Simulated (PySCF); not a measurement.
Choosing a basis for TDDFT

Species: H5NSSi.
Cartesian coordinates in Å at the PBE0-D3(BJ)/def2-SVP level; atoms count from 1:
```
atom  x, y, z in Å
N1    -0.9882   -0.6470    0.3203
Si2    0.1811    0.6040    0.1686
S3     1.4424    0.2598   -1.5343
H4    -1.3027   -0.9690    1.2271
H5    -1.6408   -0.8707   -0.4211
H6    -0.3290    1.9824   -0.1116
H7     0.9193    0.6182    1.4661
H8     1.7745   -0.9980   -1.1673
```

TDDFT with PBE0 (PySCF), vertical singlets, core orbitals frozen in the response, spherical d and f functions. Geometry: PBE0-D3(BJ)/def2-SVP, one conformer, isolated molecule.

How do the low singlets change with the basis? Take 6-31G*, 6-31+G*, def2-SVP, def2-SVPD, aug-cc-pVDZ, def2-TZVP, def2-TZVPD and aug-cc-pVTZ.

| basis | functions | diffuse | S1 (eV) | S2 (eV) | S3 (eV) | S4 (eV) | S5 (eV) | LUMO (eV) | α (au) |
| --- | --- | --- | --- | --- | --- | --- | --- | --- | --- |
| 6-31G* | 60 | no | 6.64 | 6.86 | 6.94 | 7.27 | 7.43 | 0.98 | 43.8 |
| 6-31+G* | 72 | yes | 6.00 | 6.17 | 6.44 | 6.47 | 6.83 | -0.15 | 51.1 |
| def2-SVP | 75 | no | 6.68 | 6.90 | 7.16 | 7.35 | 7.43 | 1.14 | 44.7 |
| def2-SVPD | 111 | yes | 6.17 | 6.41 | 6.53 | 6.78 | 6.98 | 0.20 | 58.5 |
| aug-cc-pVDZ | 122 | yes | 5.87 | 6.05 | 6.37 | 6.40 | 6.67 | -0.32 | 59.4 |
| def2-TZVP | 135 | no | 6.27 | 6.52 | 6.80 | 6.91 | 7.10 | 0.52 | 52.3 |
| def2-TZVPD | 171 | yes | 6.03 | 6.19 | 6.44 | 6.57 | 6.79 | -0.04 | 59.3 |
| aug-cc-pVTZ | 261 | yes | 5.91 | 6.06 | 6.39 | 6.40 | 6.68 | -0.33 | 59.7 |

States are compared by their number. Against the largest diffuse basis here (aug-cc-pVTZ, itself not a converged limit), sets without diffuse functions differ by up to 0.77 eV in S1 and 0.75 eV in S5; the smaller diffuse sets differ by up to 0.27 and 0.30 eV. State by state, the largest deviation of a set without diffuse functions is S1 0.77, S2 0.84, S3 0.77, S4 0.95, S5 0.75 eV. The same number needn't mean the same state in each row. Against aug-cc-pVTZ the polarisability deviates by -27% in 6-31G*, -14% in 6-31+G*, -25% in def2-SVP, -2% in def2-SVPD, -1% in aug-cc-pVDZ, -12% in def2-TZVP, -1% in def2-TZVPD. A single + in a Pople set puts diffuse functions on heavy atoms only.

Without π bonds the low states are Rydberg-like; a valence basis with one diffuse set may place them up to an eV too high.
